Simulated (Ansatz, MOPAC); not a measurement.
Energy of full hydrogenation, enthalpy at 298 K: 12 cases among organics with nitrogen, in kcal/mol, species as SMILES. Each species takes up H2 until only one-heavy-atom hydrides (CH4, NH3, H2O, HF, SiH4 and the like) are left. Conventions: spin-orbit terms left out; 6-311+G** with 5d; frozen cores in correlated levels; LANL2DZ all-electron up to Ne; no dispersion term unless named; non-relativistic. Ab initio and DFT rows: single points at B3LYP-D3(BJ) geometries (Ansatz, a first-principles code), with unscaled harmonic terms from B3LYP/6-31G* (Ansatz) at its own minima. Semi-empirical rows: MOPAC heats of formation at their own minima for 298 K. The Hartree-Fock reference of C=CC#N is unstable towards a lower, spin-broken solution.

Measured values: Active Thermochemical Tables 1.112 (ions: stationary electron), as tabulated in the package chemicals; Active Thermochemical Tables 1.112 (ions: stationary electron), as tabulated in the package chemicals; CRC Handbook, as tabulated in the package chemicals; Active Thermochemical Tables 1.112 (ions: stationary electron), as tabulated in the package chemicals; G2/97 table in ASE (Curtiss et al.); they hold spin-orbit and core effects, anharmonicity and other conformers. For [C-]#[N+]C (energy of full hydrogenation, enthalpy at 298 K) the tabulated value and CCSD(T)/CBS(cc-pVTZ,cc-pVQZ) (Ansatz) part by 3.2 kcal/mol: another conformer or state, missing terms or a fault of the table's entry are possible. 

```json
[
 {"species": "C=N (CH3N)", "atoms": "5", "measured": "-49.9", "error of B3LYP/6-311+G** (Ansatz)": "0.7", "error of PM3 (MOPAC)": "39.5", "error of PBE/def2-SVP (Ansatz)": "2.2", "error of MP2/STO-3G (Ansatz)": "8.6", "error of MP2/LANL2DZ (Ansatz)": "2.9", "error of B3LYP-D3(BJ)/def2-TZVPD (Ansatz + dftd3)": "1.7", "error of wB97X-V/def2-TZVPD (Ansatz)": "-1.0"},
 {"species": "NC=O", "atoms": "6", "measured": "-40.2", "error of B3LYP/6-311+G** (Ansatz)": "2.7", "error of PM3 (MOPAC)": "51.4", "error of PBE/def2-SVP (Ansatz)": "15.4", "error of MP2/STO-3G (Ansatz)": "22.6", "error of MP2/LANL2DZ (Ansatz)": "7.1", "error of B3LYP-D3(BJ)/def2-TZVPD (Ansatz + dftd3)": "4.6", "error of wB97X-V/def2-TZVPD (Ansatz)": "1.8"},
 {"species": "[C-]#[N+]C", "atoms": "6", "measured": "-85.6", "error of B3LYP/6-311+G** (Ansatz)": "-3.5", "error of PM3 (MOPAC)": "55.4", "error of PBE/def2-SVP (Ansatz)": "-4.4", "error of MP2/STO-3G (Ansatz)": "19.7", "error of MP2/LANL2DZ (Ansatz)": "11.5", "error of B3LYP-D3(BJ)/def2-TZVPD (Ansatz + dftd3)": "-1.2", "error of wB97X-V/def2-TZVPD (Ansatz)": "-5.2"},
 {"species": "CC#N", "atoms": "6", "measured": "-64.5", "error of B3LYP/6-311+G** (Ansatz)": "-0.5", "error of PM3 (MOPAC)": "65.7", "error of PBE/def2-SVP (Ansatz)": "-1.7", "error of MP2/STO-3G (Ansatz)": "36.0", "error of MP2/LANL2DZ (Ansatz)": "17.4", "error of B3LYP-D3(BJ)/def2-TZVPD (Ansatz + dftd3)": "1.0", "error of wB97X-V/def2-TZVPD (Ansatz)": "-3.3"},
 {"species": "C(#N)C=C", "atoms": "7", "measured": "-107.5", "error of B3LYP/6-311+G** (Ansatz)": "-2.6", "error of PM3 (MOPAC)": "95.6", "error of PBE/def2-SVP (Ansatz)": "-5.9", "error of MP2/STO-3G (Ansatz)": "24.9", "error of MP2/LANL2DZ (Ansatz)": "19.2", "error of B3LYP-D3(BJ)/def2-TZVPD (Ansatz + dftd3)": "0.5", "error of wB97X-V/def2-TZVPD (Ansatz)": "-8.8"},
 {"species": "CN (CH5N)", "atoms": "7", "measured": "-23.7", "error of B3LYP/6-311+G** (Ansatz)": "-0.1", "error of PM3 (MOPAC)": "26.2", "error of PBE/def2-SVP (Ansatz)": "3.8", "error of MP2/STO-3G (Ansatz)": "11.0", "error of MP2/LANL2DZ (Ansatz)": "0.3", "error of B3LYP-D3(BJ)/def2-TZVPD (Ansatz + dftd3)": "0.9", "error of wB97X-V/def2-TZVPD (Ansatz)": "1.4"},
 {"species": "C1CN1", "atoms": "8", "measured": "-76.7", "error of B3LYP/6-311+G** (Ansatz)": "-2.9", "error of PM3 (MOPAC)": "56.2", "error of PBE/def2-SVP (Ansatz)": "5.5", "error of MP2/STO-3G (Ansatz)": "11.7", "error of MP2/LANL2DZ (Ansatz)": "-7.5", "error of B3LYP-D3(BJ)/def2-TZVPD (Ansatz + dftd3)": "0.0", "error of wB97X-V/def2-TZVPD (Ansatz)": "1.9"},
 {"species": "CNC", "atoms": "10", "measured": "-42.7", "error of B3LYP/6-311+G** (Ansatz)": "-1.6", "error of PM3 (MOPAC)": "48.3", "error of PBE/def2-SVP (Ansatz)": "6.5", "error of MP2/STO-3G (Ansatz)": "19.6", "error of MP2/LANL2DZ (Ansatz)": "-0.4", "error of B3LYP-D3(BJ)/def2-TZVPD (Ansatz + dftd3)": "1.4", "error of wB97X-V/def2-TZVPD (Ansatz)": "2.3"},
 {"species": "c1cc[nH]c1 [1H-pyrrole]", "atoms": "10", "measured": "-108.0", "error of B3LYP/6-311+G** (Ansatz)": "-3.8", "error of PM3 (MOPAC)": "119.5", "error of PBE/def2-SVP (Ansatz)": "7.0", "error of MP2/STO-3G (Ansatz)": "7.9", "error of MP2/LANL2DZ (Ansatz)": "10.6", "error of B3LYP-D3(BJ)/def2-TZVPD (Ansatz + dftd3)": "2.7", "error of wB97X-V/def2-TZVPD (Ansatz)": "-2.8"},
 {"species": "NC1CC1", "atoms": "11", "measured": "-82.7", "error of B3LYP/6-311+G** (Ansatz)": "-4.4", "error of PM3 (MOPAC)": "74.3", "error of PBE/def2-SVP (Ansatz)": "6.1", "error of MP2/STO-3G (Ansatz)": "2.6", "error of MP2/LANL2DZ (Ansatz)": "-1.8", "error of B3LYP-D3(BJ)/def2-TZVPD (Ansatz + dftd3)": "-0.1", "error of wB97X-V/def2-TZVPD (Ansatz)": "2.5"},
 {"species": "N(C)(C)C [N,N-dimethylmethanamine]", "atoms": "13", "measured": "-58.6", "error of B3LYP/6-311+G** (Ansatz)": "-4.4", "error of PM3 (MOPAC)": "67.5", "error of PBE/def2-SVP (Ansatz)": "7.5", "error of MP2/STO-3G (Ansatz)": "26.5", "error of MP2/LANL2DZ (Ansatz)": "-1.5", "error of B3LYP-D3(BJ)/def2-TZVPD (Ansatz + dftd3)": "1.1", "error of wB97X-V/def2-TZVPD (Ansatz)": "2.7"},
 {"species": "NC1CCC1", "atoms": "14", "measured": "-92.0", "error of B3LYP/6-311+G** (Ansatz)": "-9.2", "error of PM3 (MOPAC)": "103.0", "error of PBE/def2-SVP (Ansatz)": "4.4", "error of MP2/STO-3G (Ansatz)": "18.1", "error of MP2/LANL2DZ (Ansatz)": "-0.3", "error of B3LYP-D3(BJ)/def2-TZVPD (Ansatz + dftd3)": "-2.7", "error of wB97X-V/def2-TZVPD (Ansatz)": "1.1"}
]
```

| level | cases | mean signed error | mean absolute error | median absolute error | largest absolute error |
|---|---|---|---|---|---|
| B3LYP/6-311+G** (Ansatz) | 12 | -2.47 | 3.03 | 2.80 | 9.2 |
| PM3 (MOPAC) | 12 | 66.88 | 66.88 | 60.95 | 119.5 |
| PBE/def2-SVP (Ansatz) | 12 | 3.87 | 5.87 | 5.70 | 15.4 |
| MP2/STO-3G (Ansatz) | 12 | 17.43 | 17.43 | 18.85 | 36.0 |
| MP2/LANL2DZ (Ansatz) | 12 | 4.79 | 6.71 | 5.00 | 19.2 |
| B3LYP-D3(BJ)/def2-TZVPD (Ansatz + dftd3) | 12 | 0.82 | 1.49 | 1.15 | 4.6 |
| wB97X-V/def2-TZVPD (Ansatz) | 12 | -0.62 | 2.90 | 2.40 | 8.8 |

B3LYP/6-311+G** lies above in 2 of 12 cases and within 2 kcal/mol in 4; mean signed error -2.47 kcal/mol, mean absolute 3.03 kcal/mol (1.68 over the 6 cases of up to 7 atoms, 4.38 over the larger). These figures hold for the species listed. A straight line through its errors against the number of atoms has a slope of -0.83 kcal/mol an atom.

How the rows were picked: cases drawn at random among the computed members of the class that have a tabulated value. The batch they came from held 15 cases of this property in the class: 14 with a tabulated value, 0 with clean coupled cluster alone, 1 with neither, which enter no statistics. The levels are drawn from those run on every case listed, the commonest habits more often. No case is left out for the size of its miss. Left out are saddle points of the reference geometry, anions that the best level run finds unbound, excited spin states, species near biochemistry, 298 K rows of species without real B3LYP wavenumbers, cases with under five habitual levels, runs that failed or that the program found above a lower state of the same kind, table entries that another table contradicts, and a share of species set aside by lot.
